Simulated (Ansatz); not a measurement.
**H2O (triplet): the correlation ladder at distance H1–H2 along a hydrogen transfer = 0.976 Å, cc-pVTZ**

How much of the correlation energy of H2O (triplet) does each wave-function method recover here?

Computed with Ansatz 0.2.0, Gaussian basis. Level: cc-pVTZ, core rule «outside noble gas», up to 1 orbitals frozen.

The runs, in order: UHF; CCSD(T) on ROHF; CCSD(T) on UHF; BCCD(T) on ROHF; CISD; CCSDT(Q) on ROHF; CCSDT(Q) on UHF; CASSCF and NEVPT2, 4 electrons in 4 orbitals; CASSCF and MRCISD+Q, 8 electrons in 6 orbitals; CASSCF and NEVPT2, 8 electrons in 6 orbitals.

5 further runs of the same task are left out: 4 that didn't finish, 1 set aside as unsound or not needed.

## 1. What is computed

The geometry derives from fragments relaxed apart (PBE0/def2-TZVP) and kept rigid, so it is no stationary point. A hydrogen atom is moved between rigid fragments.

3 atoms, charge 0, spin multiplicity 3.

Atoms are counted from 1 here; the program's logs count them from 0.

Bond lengths: H2–O3 0.990 Å.

## 2. UHF

Contents of in.yaml:

```yaml
crystal:
  periodic: [false, false, false]
  atoms:
    - {symbol: H, position_ang: [0.000000, 0.000000, -0.980667]}
    - {symbol: H, position_ang: [0.000000, 0.000000, -0.004667]}
    - {symbol: O, position_ang: [0.000000, 0.000000, 0.985333]}
basis:
  gaussian: {orbitals: cc-pVTZ}
magnetization: {spin_polarized: true, initial_magnetization: 2}
hamiltonian: {xc: hf}
output: {orbitals: {seedname: orbitals}}
```

Started as:

```sh
ansatz run in.yaml --threads 1 --pin off --events-out ev --progress --plain --max-ram 2393MiB
```

After this run come: CCSD(T) on ROHF; CCSD(T) on UHF; BCCD(T) on ROHF; CISD; CCSDT(Q) on ROHF; CCSDT(Q) on UHF; CASSCF and NEVPT2, 4 electrons in 4 orbitals; CASSCF and MRCISD+Q, 8 electrons in 6 orbitals; CASSCF and NEVPT2, 8 electrons in 6 orbitals.

Q: Predict the results of all the runs planned. Wanted: UCCSDT(Q) below the RHF energy; RMP2 from UCCSDT(Q); UMP2 from UCCSDT(Q); RCCSD from UCCSDT(Q); RCCSD(T) from UCCSDT(Q); UCCSD(T) from UCCSDT(Q); RCCSDT(Q) from UCCSDT(Q); NEVPT2 pair from UCCSDT(Q); NEVPT2 valence from UCCSDT(Q).

The runs gave:

| quantity | value |
| --- | --- |
| UCCSDT(Q) below the RHF energy | -6.5489 eV |
| RMP2 from UCCSDT(Q) | +595.5 meV |
| UMP2 from UCCSDT(Q) | +627.0 meV |
| RCCSD from UCCSDT(Q) | +182.8 meV |
| RCCSD(T) from UCCSDT(Q) | +17.4 meV |
| UCCSD(T) from UCCSDT(Q) | +16.5 meV |
| RCCSDT(Q) from UCCSDT(Q) | +1.9 meV |
| NEVPT2 pair from UCCSDT(Q) | +579.5 meV |
| NEVPT2 valence from UCCSDT(Q) | +882.7 meV |
| MRCISD+Q valence from UCCSDT(Q) | +62.1 meV |
| levels within 1 kcal/mol (43 meV) | RCCSD(T), UCCSD(T), BCCD(T), RCCSDT, UCCSDT, RCCSDT(Q) |
| T1 diagnostic | 0.025 |
| effectively unpaired electrons | 2.00 |

What this shows: RCCSD(T) misses by +17.4 meV, 0.3 % of the correlation energy. One determinant dominates. Of the multireference levels listed MRCISD+Q valence comes nearest in total energy (+62.1 meV), which doesn't show that its space is the better one. These misses are within one basis, not against nature; the frozen cores of restricted and unrestricted runs differ, which can shift their rows.
